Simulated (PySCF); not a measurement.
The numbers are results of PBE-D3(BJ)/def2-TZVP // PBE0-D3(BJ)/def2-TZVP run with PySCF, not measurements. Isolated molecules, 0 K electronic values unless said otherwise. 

Reference species (SMILES): `N#[C]` (neutral, multiplicity 2).

```json
{
  "highest_occupied_spin_orbital": "-9.42 eV"
}
```

Changed species: `[OH]` (radical fragment; the reference has radical fragment).

Question: Predict the effect on the highest occupied spin orbital.

Answer: the highest occupied spin orbital goes up by 2.26 eV, to -7.16 eV.
